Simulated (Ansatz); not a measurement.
Job for Ansatz (a quantum-chemistry and plane-wave program): U-CCSD(T)/aug-cc-pVTZ on FH2ts, 2S+1 = 2.

Ansatz 0.2 input:
```yaml
crystal:
  periodic: [false, false, false]
  atoms:
    - {symbol: H, position_ang: [0.14656800, -1.12839000, 0.00000000]}
    - {symbol: F, position_ang: [0.00000000, 0.33042200, 0.00000000]}
    - {symbol: H, position_ang: [-0.14656800, -1.84541000, 0.00000000]}
basis:
  gaussian:
    orbitals: aug-cc-pVTZ
magnetization: {spin_polarized: true, initial_magnetization: 1}
correlation: {method: ccsd_t, electrons: outside_noble_gas}
scf: {omitted_lower_state_checks: [cluster_reference]}
```

Program output:

```
WARN ansatz: RAYON_NUM_THREADS=2 ignored (pool sized by the plan → 2); use --threads N
Functional definition: HF
these checks for a lower state are left out or cut short: cluster_reference
integrals: 0.14 GiB planned
534 factors; integrals over basis functions are off by at most 1.1e-3 eV
mean field: 0.15 GiB planned
mean field evaluation 1: about -2732.7453 eV, gradient 1.6e1 eV
mean field evaluation 2: about -2732.7455 eV, gradient 1.6e1 eV
mean field evaluation 4: about -2734.8130 eV, gradient 4.6e0 eV
mean field evaluation 8: about -2735.2612 eV, gradient 1.6e-1 eV
mean field evaluation 16: about -2728.5820 eV, gradient 2.6e1 eV
mean field evaluation 32: about -2735.2631 eV, gradient 1.2e-6 eV
mean field evaluation 64: about -2734.7443 eV, gradient 1.4e-5 eV
mean field -2735.26309298 eV, -100.5190646389 hartree, gradient 1.9e-6 eV, S^2 0.766988; 10 other end points of the search recorded, 0 dependent functions left out
1 core orbitals not correlated
reference -2735.26309298 eV, -100.5190646389 hartree; 5, 4 occupied and 86, 87 virtual orbitals, 534 factors
second order -6.81900654 eV of doubles, -0.00000000 eV of singles
coupled cluster: 0.39 GiB planned
cycle   1  -7.12472194 eV  change   -3.1e-1 eV  update   6.0e-2
cycle   2  -7.32648234 eV  change   -2.0e-1 eV  update   2.4e-2
cycle   3  -7.39158041 eV  change   -6.5e-2 eV  update   2.0e-2
cycle   4  -7.39971178 eV  change   -8.1e-3 eV  update   1.1e-2
cycle   5  -7.40856877 eV  change   -8.9e-3 eV  update   4.1e-3
cycle   6  -7.41101663 eV  change   -2.4e-3 eV  update   1.5e-3
cycle   7  -7.41034245 eV  change    6.7e-4 eV  update   7.6e-4
cycle   8  -7.41054040 eV  change   -2.0e-4 eV  update   6.4e-4
cycle   9  -7.41067991 eV  change   -1.4e-4 eV  update   5.8e-4
cycle  10  -7.41066541 eV  change    1.5e-5 eV  update   5.0e-4
cycle  11  -7.41100017 eV  change   -3.3e-4 eV  update   3.2e-4
cycle  12  -7.41097583 eV  change    2.4e-5 eV  update   1.6e-4
cycle  13  -7.41096793 eV  change    7.9e-6 eV  update   6.5e-5
cycle  14  -7.41092740 eV  change    4.1e-5 eV  update   2.5e-5
cycle  15  -7.41089365 eV  change    3.4e-5 eV  update   9.2e-6
cycle  16  -7.41088892 eV  change    4.7e-6 eV  update   4.2e-6
perturbative correction -0.17033164 eV, -0.0062595725 hartree
Total energy: -2742.84431354 eV, -100.7976693558 hartree
Checks for a lower state left out: cluster_reference
```

The run converged.

Cost: very roughly 8 core-seconds.
